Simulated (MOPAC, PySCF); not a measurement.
H₂S, SMILES `S`, neutral singlet in the gas phase. 

Cartesian coordinates (Å):
```xyz
3

S     -0.0052     0.6241     0.0000
H     -0.9688    -0.3202     0.0000
H      0.9741    -0.3040     0.0000
```
Charge 0, multiplicity 1.

All levels are single points at this geometry (PBE0-D4/def2-SVP); Pople sets use spherical d functions. Orbital energies aren't observables, and empty levels follow the basis.

```csv
level,HOMO (eV),LUMO (eV),gap (eV),dipole (D),"vertical IE, Delta-SCF (eV)"
B3LYP-D3(BJ)/def2-TZVP in PySCF,-7.22,0.24,7.46,1.11,10.40
PBE-D3(BJ)/def2-TZVP in PySCF,-6.19,-0.48,5.71,1.13,10.34
PBE0-D4/def2-TZVP in PySCF,-7.48,0.54,8.02,1.16,10.33
B3LYP/3-21G in PySCF,-7.21,0.88,8.08,1.80,–
SVWN5/6-31G* in PySCF,-6.13,-0.31,5.82,1.58,10.53
HF/3-21G in PySCF,-10.69,4.83,15.52,1.80,–
AM1 in MOPAC,-9.49,0.93,10.41,1.90,–
PM3 in MOPAC,-9.65,0.48,10.13,1.84,–
PM7 in MOPAC,-9.37,-0.83,8.54,1.81,–
```
